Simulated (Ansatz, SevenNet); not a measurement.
For zinc-blende ZnS, the machine-learned potential SevenNet-l3i5 (trained on PBE and PBE+U data) gives:

- lattice constant a: 5.450 Å
- bulk modulus: 70.0 GPa

Problem. What does r²SCAN-D4 (plane waves, PAW; Ansatz, a program for electronic structure) give for the same quantities?

Solution. 
- lattice constant a: 5.369 Å (shrinks by 1.5 %)
- bulk modulus: 80.8 GPa (grows by 15 %)

For comparison: lattice constant a 5.41 Å (measured, room temperature, no zero-point or thermal correction; as tabulated in Albrecht et al. (1997), arXiv:cond-mat/9706128); bulk modulus 77.1 GPa (measured, temperature not stated, no zero-point or thermal correction, our sources range from 74.5 to 77.1; as tabulated in Toher et al. (2017), arXiv:1611.05714).

Changes are worked out from the printed values.

Unless a cell is named, each level is at its own relaxed cell (SevenNet-l3i5 20.24, r²SCAN-D4 19.35 Å³/atom).

Ansatz's density-functional and Hartree–Fock values are scalar-relativistic unless marked +SOC, with PAW data made under PBE.
